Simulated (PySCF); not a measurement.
Molecule (SMILES): O=C (CH2-O).
Geometry (B3LYP-D3(BJ)/def2-TZVP, fixed):
```xyz
4

O     -0.0009    -0.0102     0.6728
C      0.0007     0.0079    -0.5259
H     -0.0027     0.9554    -1.0993
H      0.0057    -0.9218    -1.1276
```
Charge 0, spin multiplicity 1.

Basis-set convergence of the mean static polarisability at PBE with PySCF. All functions are spherical. Density fitting with generated auxiliary sets. No added dispersion term, no relativity. Reference: the value in d-aug-cc-pVTZ, 18.89 bohr³, itself unsure by roughly 0.4 % (its mean distance from aug-pcseg-3, aug-cc-pVQZ, aug-pcseg-2). Deviations are taken from unrounded values. Cost is core time over that of aug-cc-pVDZ, rough, on shared machines of one kind; a dash marks a row that isn't timed (too short, read off another run, short of memory, by another algorithm or on other hardware).

```csv
basis,functions,cost
6-31G**,38,-
cc-pVDZ,38,0.6×
6-311G**,48,0.7×
aug-cc-pVDZ,64,1×
cc-pVTZ,88,2×
jun-cc-pV(T+d)Z,106,2×
aug-cc-pVTZ,138,3×
cc-pVQZ,170,4×
aug-cc-pVQZ,252,9×
```

**Question.** Which is the smallest set listed that can be trusted to 5 % here, that is, within that of the reference together with its larger relatives (same family, alike in diffuse functions; a set with none to test it counts only in the reference's own line)?

**Answer.** The smallest set listed that lies within 5 % of the reference with all its larger relatives (same family, alike in diffuse functions; a set with none counts only in the reference's own line) is aug-cc-pVDZ (64 functions, 1× in cost, -3.0 % off). Value minus reference over the reference: 6-31G** -29.2, cc-pVDZ -27.7, 6-311G** -25.0, aug-cc-pVDZ -3.0, cc-pVTZ -15.9, jun-cc-pV(T+d)Z -3.4, aug-cc-pVTZ -0.9, cc-pVQZ -9.2, aug-cc-pVQZ -0.3 %.
